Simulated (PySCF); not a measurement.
isobutene cation (C4H8), SMILES CC(=C)C (connectivity only; charge and spin as stated), charge +1, multiplicity 2. The structure is a stationary point at PBE0-D3(BJ)/def2-SVP. The spin state was assumed, not searched.

The numbers are results of PBE0-D3(BJ)/def2-SVP (PySCF 2.14.0), not measurements.

Harmonic wavenumbers (cm⁻¹): 97, 171, 238, 410, 414, 448, 757, 870, 873, 963, 977, 1032, 1036, 1294, 1306, 1326, 1357, 1379, 1408, 1471, 1486, 1555, 2963, 2979, 3114, 3117, 3163, 3195, 3198, 3292. Rotational constants (GHz): 9.073, 8.420, 4.613; symmetry number 2.

**Question.** Work out the zero-point energy and the ideal-gas rigid-rotor harmonic-oscillator thermochemistry at 298.15 K and 1 atm.

**Answer.** ZPE = ½ Σ hcν = ½ × 45889 cm⁻¹ = 274.48 kJ/mol. H − E(el) = 292.64 kJ/mol. Entropy in J/(mol K): translation 158.97, rotation 96.02, vibration 48.10, spin 5.76, total 308.85. G − E(el) = 200.56 kJ/mol. Cp = 92.54 J/(mol K). Modes under 150 cm⁻¹ make the vibrational entropy uncertain.
